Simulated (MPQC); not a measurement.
# doublet AlH2Cl+: a chain of runs

We compute a single-point energy (doublet AlH2Cl+, USVWN5/STO-3G), then a single-point energy (singlet AlH2Cl, SVWN5/cc-pVDZ), then the energy (doublet AlH2Cl+, USVWN5/cc-pVDZ), then the energy (singlet AlH2Cl, SVWN5/cc-pVTZ), then the energy (doublet AlH2Cl+, USVWN5/cc-pVTZ) of AlClH2. 

The results are computed with MPQC 2.3.1.

## (1) The system as given

AlH2Cl+ has 4 atoms, charge +1, and is taken as a doublet. SMILES of the parent species: `[AlH2][Cl]`. Geometry: a GFN2-xTB relaxation, a rough one for these elements and not checked as a minimum. That shape belongs to the parent species and isn't relaxed for this state.

Bond lengths: Al1–Cl2 2.014 Å, Al1–H3 1.537 Å, Al1–H4 1.537 Å. Angles: Cl2–Al1–H3 121.9°, Cl2–Al1–H4 121.9°, H3–Al1–H4 116.2°.

## (2) A single-point energy at USVWN5/STO-3G (run 1)

Input file input.in:

```
molecule<Molecule>: (
  symmetry = c1
  unit = angstrom
  { atoms geometry } = {
    Al [ -0.062930     0.006580    -0.073510 ]
    Cl [ 1.246110    -0.130950     1.450370 ]
    H  [ -1.312710    -0.885250    -0.154210 ]
    H  [ 0.129540     1.009620    -1.222650 ]
  }
)
basis<GaussianBasisSet>: (
  name = "STO-3G"
  molecule = $:molecule
  basisdir = "."
  puream = yes
)
mpqc: (
  checkpoint = no
  savestate = no
  restart = no
  do_energy = yes
  do_gradient = no
  optimize = no
  mole<UKS>: (
    molecule = $:molecule
    basis = $:basis
    total_charge = 1
    multiplicity = 2
    memory = 1000000000
    print_evals = yes
    print_npa = yes
    maxiter = 70
    value_accuracy = 1e-08
    functional<StdDenFunctional>: ( name = "SVWN5" )
    integrator<RadialAngularIntegrator>: ( grid = fine )
    guess_wavefunction<UHF>: (
      molecule = $:molecule
      total_charge = 1
      multiplicity = 2
      memory = 1000000000
      value_accuracy = 1e-3
      basis<GaussianBasisSet>: (
        name = "STO-2G"
        molecule = $:molecule
      )
    )
  )
)
```

The basis set STO-3G is read from a file made from the Basis Set Exchange's data (not shown).

Started as:

```sh
$ mpqc -o input.out input.in
```

The log of the run:

```text
MPQC: Massively Parallel Quantum Chemistry
                                   Version 2.3.1

  Using IntegralV3 by default for molecular integrals evaluation

      USCF::init: total charge = 1

      alpha = [ 16 ]
      beta  = [ 15 ]

  USCF::init: total charge = 1

  alpha = [ 16 ]
  beta  = [ 15 ]

  Molecular formula H2AlCl

  MPQC options:
    matrixkit     = <ReplSCMatrixKit>
    restart       = no
    checkpoint    = no
    savestate     = no
    do_energy     = yes
    do_gradient   = no
    optimize      = no
    write_pdb     = no
    print_mole    = yes
    print_timings = yes

  SCF::compute: energy accuracy = 1.0000000e-08

  nuclear repulsion energy =   73.0092953961

  Using guess wavefunction as starting vector

      SCF::compute: energy accuracy = 1.0000000e-03

      nuclear repulsion energy =   73.0092953961

      Starting from core Hamiltonian guess

      Using symmetric orthogonalization.
      n(basis):            20
      Maximum orthogonalization residual = 1.81851
      Minimum orthogonalization residual = 0.302799
      Beginning iterations.  Basis is STO-2G.
      iter     1 energy = -675.0387884518 delta = 5.36323e-01
      iter     2 energy = -675.3162543814 delta = 6.18331e-02
      iter     3 energy = -675.3428012383 delta = 2.22418e-02
      iter     4 energy = -675.3492677392 delta = 9.93605e-03
      iter     5 energy = -675.3517176519 delta = 4.59812e-03
      iter     6 energy = -675.3530775060 delta = 3.25486e-03
      iter     7 energy = -675.3547117995 delta = 5.25576e-03
      iter     8 energy = -675.3553263347 delta = 2.26840e-03
      iter     9 energy = -675.3560621697 delta = 4.15833e-03
      iter    10 energy = -675.3562834750 delta = 1.85402e-03
      iter    11 energy = -675.3562981221 delta = 1.01119e-03

      <S^2>exact = 0.750000
      <S^2>      = 0.758711

      total scf energy = -675.3562981221

  Using symmetric orthogonalization.
  n(basis):            20
  Maximum orthogonalization residual = 1.79774
  Minimum orthogonalization residual = 0.342303
  Beginning iterations.  Basis is STO-3G.
  Integrated electron density error = 0.001108932063
  iter     1 energy = -690.2162002835 delta = 6.55097e-01
  Integrated electron density error = 0.000943381165
  iter     2 energy = -692.5860011731 delta = 3.25441e-01
  Integrated electron density error = 0.000745836957
  iter     3 energy = -692.8264798058 delta = 1.46530e-01
  Integrated electron density error = 0.000755609580
  iter     4 energy = -692.9634682194 delta = 3.72233e-02
  Integrated electron density error = 0.000768456086
  iter     5 energy = -692.9886744617 delta = 1.71426e-02
  Integrated electron density error = 0.000062645333
  iter     6 energy = -692.9939731263 delta = 9.01298e-03
  Integrated electron density error = 0.000062193292
  iter     7 energy = -692.9955738214 delta = 4.54347e-03
  Integrated electron density error = 0.000061994867
  iter     8 energy = -692.9964841748 delta = 3.57708e-03
  Integrated electron density error = 0.000061772294
  iter     9 energy = -692.9971234469 delta = 2.67840e-03
  Integrated electron density error = 0.000061584261
  iter    10 energy = -692.9975757870 delta = 2.25943e-03
  [... 50 further iterations ...]
  Integrated electron density error = 0.000011027585
  iter    61 energy = -692.9988811828 delta = 1.35810e-06
  Integrated electron density error = 0.000011027589
  iter    62 energy = -692.9988812161 delta = 1.14382e-06
  Integrated electron density error = 0.000011027592
  iter    63 energy = -692.9988812306 delta = 1.28724e-06
  Integrated electron density error = 0.000011027597
  iter    64 energy = -692.9988812351 delta = 9.90720e-07
  Integrated electron density error = 0.000011027599
  iter    65 energy = -692.9988812335 delta = 9.06903e-07
  Integrated electron density error = 0.000011027603
  iter    66 energy = -692.9988812306 delta = 6.12453e-07
  Integrated electron density error = 0.000011027605
  iter    67 energy = -692.9988812245 delta = 6.38703e-07
  Integrated electron density error = 0.000011027605
  iter    68 energy = -692.9988812261 delta = 5.20039e-07
  Integrated electron density error = 0.000011027607
  iter    69 energy = -692.9988812253 delta = 4.35321e-07
  Integrated electron density error = 0.000011027608
  iter    70 energy = -692.9988812320 delta = 3.84986e-07

  <S^2>exact = 0.750000
  <S^2>      = 0.752879

  total scf energy = -692.9988812320
ERROR: SC EXCEPTION RAISED:
terminate called after throwing an instance of 'sc::ToleranceExceeded'
```

Wall time 6 s (1 thread of Intel Xeon Platinum 8175M at 2.50GHz (Skylake/Cascade Lake), shared host); peak memory 0.079 GiB.

The run stopped without converging.

## (3) Singlet neutral AlH2Cl: the energy at SVWN5/cc-pVDZ (run 2)

Changes to input.in since step 2:

```diff
@@ -11,3 +11,3 @@
 basis<GaussianBasisSet>: (
-  name = "STO-3G"
+  name = "cc-pVDZ"
   molecule = $:molecule
@@ -23,7 +23,6 @@
   optimize = no
-  mole<UKS>: (
+  mole<CLKS>: (
     molecule = $:molecule
     basis = $:basis
-    total_charge = 1
-    multiplicity = 2
+    total_charge = 0
     memory = 1000000000
@@ -35,6 +34,5 @@
     integrator<RadialAngularIntegrator>: ( grid = fine )
-    guess_wavefunction<UHF>: (
+    guess_wavefunction<CLHF>: (
       molecule = $:molecule
-      total_charge = 1
-      multiplicity = 2
+      total_charge = 0
       memory = 1000000000
```

The basis set cc-pVDZ is read from a file made from the Basis Set Exchange's data (not shown).

Started as:

```sh
$ mpqc -o input.out input.in
```

The log of the run, shortened:

```text
MPQC: Massively Parallel Quantum Chemistry
[...]
  Integrated electron density error = 0.000546479588
  iter     1 energy = -700.9439392317 delta = 2.71113e-01
  Integrated electron density error = 0.000568163541
  iter     2 energy = -701.2184413474 delta = 1.12058e-01
[...]
  Integrated electron density error = 0.000002591271
  iter    10 energy = -701.3029389540 delta = 3.95310e-06
  Integrated electron density error = 0.000002591243
  iter    11 energy = -701.3029389540 delta = 4.07355e-07
  Integrated electron density error = 0.000002591243
  iter    12 energy = -701.3029389540 delta = 8.06454e-08
  Integrated electron density error = 0.000002591242
  iter    13 energy = -701.3029389540 delta = 2.08637e-08
[...]
  LUMO is    17   A =  -0.090223
  total scf energy = -701.3029389540
Value of the MolecularEnergy: -701.3029389540
[...]
        symmetry = c1
[...]
```

Wall time 9.6 s (1 thread of Intel Xeon Platinum 8175M at 2.50GHz (Skylake/Cascade Lake), shared host); peak memory 0.079 GiB.

Runs 3 to 4 aren't shown in full; the table further down has their settings and results.

## (4) The energy at USVWN5/cc-pVTZ (run 5)

Changes to input.in since step 3:

```diff
@@ -11,3 +11,3 @@
 basis<GaussianBasisSet>: (
-  name = "cc-pVDZ"
+  name = "cc-pVTZ"
   molecule = $:molecule
@@ -23,6 +23,7 @@
   optimize = no
-  mole<CLKS>: (
+  mole<UKS>: (
     molecule = $:molecule
     basis = $:basis
-    total_charge = 0
+    total_charge = 1
+    multiplicity = 2
     memory = 1000000000
@@ -34,5 +35,6 @@
     integrator<RadialAngularIntegrator>: ( grid = fine )
-    guess_wavefunction<CLHF>: (
+    guess_wavefunction<UHF>: (
       molecule = $:molecule
-      total_charge = 0
+      total_charge = 1
+      multiplicity = 2
       memory = 1000000000
```

The basis set cc-pVTZ is read from a file made from the Basis Set Exchange's data (not shown).

Started as:

```sh
$ mpqc -o input.out input.in
```

The log of the run, shortened:

```text
MPQC: Massively Parallel Quantum Chemistry
[...]
  Integrated electron density error = 0.000800203607
  iter     1 energy = -700.3093992392 delta = 1.53911e-01
  Integrated electron density error = 0.000775140708
  iter     2 energy = -700.9102317536 delta = 5.64829e-02
[...]
  Integrated electron density error = 0.000003786377
  iter    36 energy = -700.9559028566 delta = 4.01329e-08
  Integrated electron density error = 0.000003786378
  iter    37 energy = -700.9559028566 delta = 2.94551e-08
  Integrated electron density error = 0.000003786379
  iter    38 energy = -700.9559028566 delta = 2.58918e-08
  Integrated electron density error = 0.000003786379
  iter    39 energy = -700.9559028566 delta = 1.78830e-08
[...]
  <S^2>      = 0.754029
  total scf energy = -700.9559028566
Value of the MolecularEnergy: -700.9559028566
[...]
        symmetry = c1
[...]
        nbasis = 96
[...]
      nalpha = 16
      nbeta = 15
[...]
```

Wall time 2.8 min (1 thread of Intel Xeon Platinum 8175M at 2.50GHz (Skylake/Cascade Lake), shared host); peak memory 0.52 GiB.

## (5) All runs side by side

```
run           level  partner    energy (Eh)  wall time
  1   USVWN5/STO-3G   cation  not converged        6 s
  2   SVWN5/cc-pVDZ     base    -701.302939      9.6 s
  3  USVWN5/cc-pVDZ   cation    -700.917416       30 s
  4   SVWN5/cc-pVTZ     base    -701.343647       58 s
  5  USVWN5/cc-pVTZ   cation    -700.955903    2.8 min
```

## (6) Results

| quantity | value |
| --- | --- |
| run 5, USVWN5/cc-pVTZ: total energy | -700.95590 Eh |
| run 5, USVWN5/cc-pVTZ: ⟨S²⟩ | 0.754 |
| vertical ionisation energy (to the doublet cation), SVWN5/cc-pVDZ | 10.491 eV |
| vertical ionisation energy (to the doublet cation), SVWN5/cc-pVTZ | 10.551 eV |

At SVWN5/cc-pVDZ: the vertical ionisation energy comes to 10.49 eV (242 kcal/mol). The negative HOMO energy of the first species, 7.10 eV, lies 3.39 eV below that difference. At SVWN5/cc-pVTZ: removing an electron at fixed nuclei costs 10.55 eV (1018 kJ/mol). The negative HOMO energy of the first species, 7.20 eV, lies 3.35 eV below that difference. All runs together took 4.5 min, the longest 2.8 min. 1 of the 5 runs did not end normally.
